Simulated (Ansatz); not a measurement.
The C atom from Hartree–Fock to CCSD(T)

Total charge 0; spin multiplicity 3. A free atom. Frozen core, unrestricted reference, the Gaussian-basis code of Ansatz. CBS rows extrapolate triple and quadruple zeta.

```tsv
basis	HF (Eh)	MP2 corr.
def2-SVP	-37.64523	-0.05009
def2-TZVPP	-37.69248	-0.06611
def2-QZVPP	-37.69363	-0.07163
cc-pV(D+d)Z	-37.68654	-0.05176
cc-pV(T+d)Z	-37.69157	-0.06692
cc-pV(Q+d)Z	-37.69331	-0.07206
```

(1) Estimate the CCSD correlation energy and the (T) correction in each basis where they were run (hartree).

Results:

(1) 
```csv
basis,CCSD corr.,(T)
def2-SVP,-0.06917,-0.00101
def2-TZVPP,-0.08652,-0.00203
def2-QZVPP,-0.09053,-0.00235
CBS(def2),-0.09350,-0.00259
cc-pV(D+d)Z,-0.07291,-0.00093
cc-pV(T+d)Z,-0.08716,-0.00204
cc-pV(Q+d)Z,-0.09087,-0.00236
CBS(cc),-0.09352,-0.00259
```
